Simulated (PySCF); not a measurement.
**Accurate constants of SiF−, step by step**

One table from this session's results is given with a row withheld; the runs are named, their logs left out.

Program: PySCF 2.14.0. Level of theory: CCSD(T) on ROHF, no relativity in the base curves; scalar relativity is added as a correction. These are calculated values, not measurements.

3 further runs of the same task are left out: 3 set aside as unsound or not needed.

The first run:

| Item | Value |
| --- | --- |
| molecule | SiF− |
| state | triplet, unpaired electrons π ↑↑ |
| smaller basis | Si aug-cc-pV(D+d)Z, F aug-cc-pVDZ |
| larger basis | Si aug-cc-pV(T+d)Z, F aug-cc-pVTZ |
| frozen core orbitals | 6 |
| extrapolation | correlation as n⁻³ (n = 2, 3), Hartree–Fock as (n+1)·exp(−9√n) |
| corrections | core–valence correlation, scalar relativity |
| distances (Å) | 1.5262, 1.5956, 1.6650, 1.7344, 1.8037, 1.8905, 1.9772 |
| masses (u) | 27.9769, 18.9984 |
| dissociation limit | Si + F− |

Launch:

```sh
$ OMP_NUM_THREADS=4 python comp.py task.json out
```

Steps of the session up to this table: Coupled cluster at each distance.

One of the session's tables, all rows but one given; the rest of the session is left out.

Parts of the energy along the bond, in eV from Si + F−:

```
 R (Å)  HF/CBS  CCSD corr.      (T)  core–valence  relativity
1.5262  -3.257       0.046  -0.0004       -0.0087      0.0093
1.5956  -3.447      -0.001  -0.0104       -0.0005      0.0097
1.6650  -3.490      -0.042  -0.0202        0.0054      0.0095
1.7344  -3.436      -0.076  -0.0296        0.0095      0.0090
1.8037  -3.320      -0.104  -0.0385        0.0123      0.0083
1.8905       ?           ?        ?             ?           ?
1.9772  -2.903      -0.152  -0.0578        0.0157      0.0063
```

Estimate the missing values for R (Å) = 1.8905.

Worked estimate for «HF/CBS». A straight line through the neighbours (1.8037, -3.320) and (1.9772, -2.903) gives -3.320 + (-2.903 + 3.320) × (1.8905 − 1.8037) / (1.9772 − 1.8037) = -3.111; a parabola fitted to 3 rows on both sides gives -3.134.

**Answer.** HF/CBS: -3.126; CCSD corr.: -0.132; (T): -0.0488; core–valence: 0.0145; relativity: 0.0073. In «HF/CBS» the line misses by +0.015 and the parabola by -0.008.

To keep in mind: Spin–orbit coupling and excitations beyond (T) are left out. An extrapolation from double and triple zeta is rough, so this isn't yet the limit.
